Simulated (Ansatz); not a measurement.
Basis-set series for ozone, O₃. The species carries charge 0 and has multiplicity 1. The geometry is a stationary point of PBE0-D4/def2-TZVP.

Z-matrix (Å, degrees):
```
O
O 1 1.238
O 1 1.238 2 118.4
```

| functional | basis | functions | energy (Eh) | HOMO (eV) | LUMO (eV) |
| --- | --- | --- | --- | --- | --- |
| PBE0-D4 | def2-SVP | 42 | -224.99903 | -9.47 | -4.70 |
| PBE0-D4 | def2-QZVPP | 171 | -225.29094 | -9.69 | -4.84 |
| ωB97M-V | def2-SVP | 42 | -225.16541 | -11.96 | -2.15 |
| ωB97M-V | def2-QZVPP | 171 | -225.46410 | -12.23 | -2.38 |

(1) Give the rows for def2-TZVPP. (An estimate is asked.)

Answers

(1) Ansatz gave: 
```csv
functional,basis,functions,energy (Eh),HOMO (eV),LUMO (eV)
PBE0-D4,def2-TZVPP,93,-225.27928,-9.66,-4.81
ωB97M-V,def2-TZVPP,93,-225.45288,-12.19,-2.34
```
